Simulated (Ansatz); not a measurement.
Reaction (formal exchange of groups at a B–N bond): `NBN` + CH₄ → `CBN` + NH₃

Program: Ansatz. Geometries: PBE0-D4/def2-TZVP. ΔE: electronic, gas phase. CCSD(T)/CBS is the MP2 limit (def2-TZVPP, def2-QZVPP) plus CCSD(T) − MP2 in def2-TZVPP, frozen cores. This one scheme is used for every species. Functionals use def2-TZVPP. B3LYP here is the variant with VWN-RPA as its local correlation; programs differ in this. HSE06 is defined as in plane-wave codes. Each species was taken in one conformer, which may not be the lowest.

```json
{"level": "HSE06-D4", "ΔE (eV)": "0.96"}
{"level": "BLYP", "ΔE (eV)": "1.00"}
{"level": "B3LYP", "ΔE (eV)": "1.01"}
{"level": "CAM-B3LYP", "ΔE (eV)": "1.03"}
{"level": "CCSD/def2-SVP", "ΔE (eV)": "1.04"}
{"level": "CCSD(T)/def2-SVP", "ΔE (eV)": "1.04"}
{"level": "SCS-MP2/def2-TZVPP", "ΔE (eV)": "0.98"}
{"level": "CCSD(T)/def2-TZVPP", "ΔE (eV)": "0.95"}
```

Task: What does CCSD(T)/CBS give? (Best estimate.)

Result: The calculation gave: +0.95 eV. The listed levels differ from it by 0.01, 0.05, 0.06, 0.08, 0.09, 0.09, 0.03, 0.00 eV.

Largest T1 diagnostic among the species: 0.011.

From BLYP to BHLYP (50 % exact exchange), in def2-TZVPP and without D4, ΔE moves by +0.03 eV. Leaving LDA and LC-ωPBE aside and taking each functional with its dispersion term where it has one, the values, not all of them listed here, spread over 0.09 eV, from revPBE-D4 to BHLYP-D4. LDA lies +0.06 eV from PBE without D4. In def2-TZVPP, CCSD(T) changes the Hartree–Fock value by −0.10 eV (the triples alone add −0.01 eV) and MP2 by −0.07 eV.
